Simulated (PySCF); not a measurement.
Excitations are Tamm–Dancoff values on a coarser integration grid. The basis has no diffuse functions, so Rydberg states are missing or too high.

Cartesian coordinates (Å):
SMILES: [F][Al]([F])[F]
```xyz
4

F     -0.9428    -1.3266    -0.0016
Al    -0.0001    -0.0001     0.0000
F      1.6202    -0.1531     0.0019
F     -0.6773     1.4798    -0.0003
```
Charge 0, spin multiplicity 1.

Q: Estimate the S1–T1 gap (TDA), LUMO, dipole moment, total energy and HOMO that CAM-B3LYP-D3(BJ)/def2-TZVP run with PySCF returns for this input.

A: 
| Item | Value |
|---|---|
| S1–T1 gap (TDA) | 0.27 eV |
| LUMO | -0.70 eV |
| dipole moment | 0.00 D |
| total energy | -542.2829 Ha |
| HOMO | -13.33 eV |
